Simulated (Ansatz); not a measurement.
Sb (Im-3m, No. 229, 1 atom in the cell; start mp-7761; another form than the element's usual one)

All values below come from LDA (plane waves, PAW; Ansatz, a program for electronic structure).

Run with plane-wave cutoff 500 eV, 14×14×14 k mesh, Fermi–Dirac smearing 0.05 eV, scalar-relativistic PAW data made under PBE.

Cell (relaxed at this level):

Sb is taken in the cubic space group Im-3m (No. 229), the bcc (W type) structure, Pearson symbol cI2. Conventional cell: a = b = c = 3.7065 Å, α = β = γ = 90.00°. Sb on 2a is surrounded by 8 Sb at 3.210 Å and 6 Sb at 3.706 Å. (Neighbours: up to the widest gap in distance over summed covalent radii, below 1.35, at either atom.)
(The calculation used a cell of 1 atom; values per cell refer to that cell.)

* **band gap**: zero (no gap)

Note: the relaxation could not lower the start's symmetry, so the cell can be a saddle point above a distorted one.

Spin–orbit coupling is not included.

Static lattice: no zero-point or thermal effects.

It cost about 13 core-seconds (a rough figure) of CPU time.

A start named mp-… is a Materials Project structure, which need not be a measured phase.
